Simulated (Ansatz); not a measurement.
C4H4O2 (`C#CCC(=O)O`) at its PBE0-D4/def2-TZVP geometry, where that method's forces vanish. Charge 0, multiplicity 1.

```xyz
10

C    -2.2546   -0.0979   -1.1142
C    -1.0861   -0.0819   -0.8506
C     0.3301   -0.0650   -0.5547
C     0.6546    0.0935    0.9146
O    -0.1256    0.2011    1.8128
O     1.9885    0.0984    1.0866
H    -3.2951   -0.1109   -1.3371
H     0.8114   -0.9860   -0.9006
H     0.8308    0.7472   -1.0922
H     2.1459    0.2015    2.0354
```

(1) What forces (eV/Å) does PBE-D4/def2-TZVPP give on these atoms in Ansatz? (Best estimate.)

Results:

(1) Ansatz gave: 
```
C1  -0.945 -0.013 -0.212
C2   0.983  0.011  0.196
C3  -0.163 -0.012 -0.117
C4   0.130 -0.063 -0.585
O5  -0.881  0.112  0.943
O6   0.779 -0.055 -0.416
H7  -0.205 -0.002 -0.043
H8   0.117 -0.187 -0.097
H9   0.121  0.159 -0.135
H10  0.065  0.050  0.464
```
